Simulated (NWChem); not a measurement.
# nitrogen trifluoride (NF3); SMILES FN(F)F

```xyz
4

F      0.8608     0.8608    -0.1211
N      0.0000     0.0000     0.4672
F     -1.1759     0.3151    -0.1211
F      0.3151    -1.1759    -0.1211
```
Atoms are numbered in this order, from 1.

All runs: NWChem. Pople sets run with spherical d functions. Geometry: optimised at PBE0/def2-SVP. Total energies compare along this basis series because the functional is fixed.

```json
[
 {"level": "B3LYP/STO-3G", "basis functions": "20", "energy (Ha)": "-349.0555", "highest occupied level (eV)": "-4.50", "orbital gap (eV)": "10.82", "dipole (D)": "0.58"},
 {"level": "B3LYP/3-21G", "basis functions": "36", "energy (Ha)": "-352.1270", "highest occupied level (eV)": "-8.72", "orbital gap (eV)": "10.21", "dipole (D)": "0.03"},
 {"level": "B3LYP/6-31G*", "basis functions": "56", "energy (Ha)": "-354.0644", "highest occupied level (eV)": "?", "orbital gap (eV)": "10.57", "dipole (D)": "0.00"},
 {"level": "B3LYP/6-31+G*", "basis functions": "72", "energy (Ha)": "-354.0964", "highest occupied level (eV)": "-10.00", "orbital gap (eV)": "10.20", "dipole (D)": "0.16"},
 {"level": "B3LYP/def2-SVP", "basis functions": "56", "energy (Ha)": "-353.7968", "highest occupied level (eV)": "-9.47", "orbital gap (eV)": "10.51", "dipole (D)": "0.04"},
 {"level": "B3LYP/def2-SVPD", "basis functions": "89", "energy (Ha)": "-353.8295", "highest occupied level (eV)": "-10.02", "orbital gap (eV)": "10.26", "dipole (D)": "0.13"},
 {"level": "B3LYP/def2-TZVP", "basis functions": "124", "energy (Ha)": "-354.2432", "highest occupied level (eV)": "-9.86", "orbital gap (eV)": "10.45", "dipole (D)": "0.10"},
 {"level": "B3LYP/6-311++G**", "basis functions": "88", "energy (Ha)": "-354.1951", "highest occupied level (eV)": "-10.11", "orbital gap (eV)": "10.20", "dipole (D)": "0.19"},
 {"level": "B3LYP/aug-cc-pVTZ", "basis functions": "184", "energy (Ha)": "-354.2306", "highest occupied level (eV)": "-9.96", "orbital gap (eV)": "10.19", "dipole (D)": "0.15"}
]
```

Q: Complete the blanks.

A: 
- B3LYP/6-31G*, highest occupied level (eV): -9.20
